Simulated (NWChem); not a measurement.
**Correlation energy of OS**

```xyz
2

O      0.0000     0.0000     1.0012
S      0.0000     0.0000    -0.5006
```
Charge 0, spin multiplicity 3.

All runs are NWChem calculations. All single points use one geometry, from UPBE0/def2-SVP, a minimum by its harmonic frequencies.

Basis set: 3-21G. Each correlation energy counts from its own Hartree-Fock reference.

| method | correlation energy (mHa) |
|---|---|
| UMP2 | -172.0 |
| SCS-UMP2 | -156.0 |
| CCSD on UHF | -174.0 |
| CCSD[T] on UHF | -179.3 |
| CCSD(T) on UHF | -178.7 |
| CCSD on ROHF | -183.0 |
| CCSD[T] on ROHF | -188.5 |
| CCSD(T) on ROHF | -188.2 |
| CCSDT on ROHF | -188.3 |

The values span 32.5 mHa, from CCSD[T] on ROHF (lowest) to SCS-UMP2 (highest). 

The correlated methods keep 6 core orbitals frozen. The structure started from a generated list of species. The unpaired electrons of the parent sit in orbitals of symmetry b1 and b2 (C2v labels of the run); other states weren't searched. The stability of the SCF solutions was not checked. Open-shell Hartree-Fock references start from PBE0 orbitals. No row is a measurement; the coupled-cluster row has its own basis-set and correlation limits.
